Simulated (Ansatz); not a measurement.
A made-up structure of C₂H₆B (charge -1), singlet:

| atom | x (Å) | y (Å) | z (Å) |
| --- | --- | --- | --- |
| C1 | -0.8337 | 0.7675 | -0.9909 |
| B2 | 0.1579 | 0.5711 | 0.0516 |
| C3 | 0.5215 | -0.8628 | 0.6926 |
| H4 | -1.4165 | -0.0525 | -1.4257 |
| H5 | -1.0800 | 1.7394 | -1.4257 |
| H6 | 0.7893 | 1.5231 | 0.5105 |
| H7 | -0.0685 | -1.6768 | 0.2493 |
| H8 | 1.5834 | -1.1205 | 0.5591 |
| H9 | -0.3296 | 0.4357 | 1.0843 |

It is relaxed with PBE-D4/def2-SVPD and then PBE0-D4/def2-TZVPD (Ansatz 0.2.0). Atoms count as bonded within 1.22 times the sum of their covalent radii (H–H: 0.88 Å). The end point is not checked to be a true minimum.

(1) Does its bonding change? (A judgement: the text doesn't fix the answer.)

Results:

(1) By the calculation: Yes. Formed: C3–H9; broken: B2–H9.

Where it ends: The first stage lowers the energy by 3.53 eV in 15 steps. It ends as C₂H₆B ([CH2][BH][CH3]), total charge -1:
```
atom    x (Å)    y (Å)    z (Å)
  C1  -0.8444   0.8631  -1.1552
  B2   0.1063   0.7132  -0.0679
  C3   0.3870  -0.6757   0.7010
  H4  -1.4501   0.0349  -1.5400
  H5  -1.0342   1.8049  -1.6759
  H6   0.7655   1.6731   0.3318
  H7  -0.2227  -1.4996   0.3052
  H8   1.4406  -0.9860   0.6273
  H9   0.1758  -0.6037   1.7790
```

Labels in which every atom is bracketed show which atoms are joined, not bond orders.

For scale, one of the runs: PBE0-D4/def2-TZVPD relaxation, 165 basis functions, launched by `ansatz run in.yaml --threads 2 --pin off --events-out ev --progress --plain --max-ram 4352MiB`. Hardware: 2 CPU threads of an Arm Neoverse V1, shared host. Wall time about 19 s.
